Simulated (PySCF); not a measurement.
Simulated absorption spectrum

Species: C7H8O.
InChI=1S/C7H8O/c1-8-7-5-3-2-4-6-7/h2-6H,1H3

Level of theory: PySCF, TDDFT CAM-B3LYP/def2-SVPD, vertical, gas phase, core orbitals frozen in the response. One conformer (not necessarily the lowest) at the GFN2-xTB geometry, without solvent, vibrations or thermal averaging. Torsions of this conformer, `[CH3:1][O:2][c:3]1[cH:4][cH:5][cH:6][cH:7][cH:8]1`: C1–O2–C3–C4 180°.

Computed states:

| state | E (eV) | f |
| --- | --- | --- |
| S1 | 5.26 | 0.031 |
| S2 | 6.00 | 0.081 |
| S3 | 6.48 | 0.0046 |
| S4 | 6.93 | 0.021 |
| S5 | 7.02 | 0.684 |
| S6 | 7.07 | 0.0036 |
| S7 | 7.09 | 0.405 |
| S8 | 7.35 | 0.0001 |

Broadening: Gaussians 0.3 eV wide at half height, area fixed by f = 4.319×10⁻⁹ ∫ε dν̃. The width is an assumption, not a result. The curve ends short of the highest state used, and states not computed would add to its high-energy end.

(1) What does the envelope look like, and where are its maxima?

(2) Coming from long wavelengths, where does ε first pass 100 L mol⁻¹ cm⁻¹?

(3) On this curve, what absorbance would a 10⁻⁵ mol/L sample give at 222 nm over a 1 cm path?

## Answers

(1) 
E (eV), ε (L mol⁻¹ cm⁻¹) and a bar:
```
     4.81          5 
     4.85         14 
     4.88         30 
     4.92         73 
     4.95        133 
     4.99        275 #
     5.02        443 ##
     5.06        769 ###
     5.10       1209 ####
     5.13       1591 #####
     5.17       2106 #######
     5.20       2435 ########
     5.24       2712 #########
     5.27       2756 #########
     5.31       2583 #########
     5.34       2307 ########
     5.38       1819 ######
     5.41       1427 #####
     5.45        948 ###
     5.48        655 ##
     5.52        370 #
     5.55        234 #
     5.59        142 
     5.62        136 
     5.66        218 #
     5.69        370 #
     5.73        742 ###
     5.76       1191 ####
     5.80       2059 #######
     5.83       2911 ##########
     5.87       4239 ###############
     5.90       5267 ##################
     5.94       6455 ######################
     5.98       7168 #########################
     6.01       7268 #########################
     6.05       6793 #######################
     6.08       6053 #####################
     6.12       4766 ################
     6.15       3739 #############
     6.19       2496 #########
     6.22       1746 ######
     6.26       1037 ####
     6.29        705 ##
     6.33        473 ##
     6.36        405 #
     6.40        393 #
     6.43        408 #
     6.47        426 #
     6.50        431 #
     6.54        443 ##
     6.57        494 ##
     6.61        732 ##
     6.64       1182 ####
     6.68       2493 #########
     6.71       4367 ###############
     6.75       8746 ##############################
```

Maxima: 236 nm (5.26 eV), ε about 2800, made up of S1 (100%); 207 nm (6.00 eV), ε about 7300, made up of S2 (100%) (ε in L mol⁻¹ cm⁻¹; maxima over ε = 5, shares over 10%). At its high-energy end, 6.75 eV, the curve is still rising (ε about 8700, from S5 and S7).

(2) At about 251 nm (4.94 eV), 0.33 eV below S1.

(3) 222 nm is 5.585 eV, where ε is about 150 L mol⁻¹ cm⁻¹, so A = ε c l ≈ 0.0015 (Beer–Lambert, with the gas-phase spectrum and the assumed width).

Hardware: Arm Neoverse V2, one thread, shared host. Cost: 38 s of wall time.
